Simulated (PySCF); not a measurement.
**Property card for `F[Si]F` [triplet]**

Compound: SiF2 (triplet state).
Numbering: `[F:1][Si:2][F:3]`

Cartesian coordinates in Å at the PBE0-D3(BJ)/def2-SVP level; atoms count from 1:
```
atom  x, y, z in Å
F1    -1.364   -0.297   -0.004
Si2    0.006    0.580   -0.020
F3     1.381   -0.288   -0.001
```

**PBE0-D3(BJ)/def2-SVP geometry optimisation, gas phase (PySCF)**

```yaml
Point_group: C2v
Rotational_constants_A_B_C: 41.157, 7.064, 6.029 GHz
Dipole_moment: 1.68 D
```

**UKS B3LYP, IGLO-III on F Si, non-relativistic, mean-field spin-orbit, GIAO (PySCF)**

```yaml
Isotropic_g_value: 1.99996
Principal_g_values: 1.99836, 1.99991, 2.00161
Spin_squared_⟨S²⟩: 2.001
Largest_Mulliken_spin_population: 1.88 on Si2
Largest_isotropic_hyperfine_couplings_means_over_sets_of_like_nuclei: 29Si -1037.8 (Si2), 19F +187.4 (F1/F3) MHz
```

Monoisotopic mass (most abundant isotopes): 65.9737 u.

The dipole equals about 5.6 × 10⁻³⁰ C·m (1 D = 3.33564 × 10⁻³⁰ C·m). g_iso is shifted by about -2360 ppm from the free-electron value 2.002319; the principal values span 0.0033. Point group C2v permits a dipole; with 1.68 D the species has a pure rotational spectrum. The rotational constants make it an asymmetric top with κ = (2B − A − C)/(A − C) = -0.94, nearer the prolate limit (−1). With B = h/(8π²I), that is 505.379 GHz u Å² over I, the principal moments of inertia are 12.3, 71.5 and 83.8 u Å² (most abundant isotopes); the inertial defect Ic − Ia − Ib is 0.0 u Å² (zero for a rigid planar frame, negative otherwise). ⟨S²⟩ is 0.001 above the pure-spin value S(S + 1) = 2.00.

This triplet need not be the ground state; the singlet was not compared here.
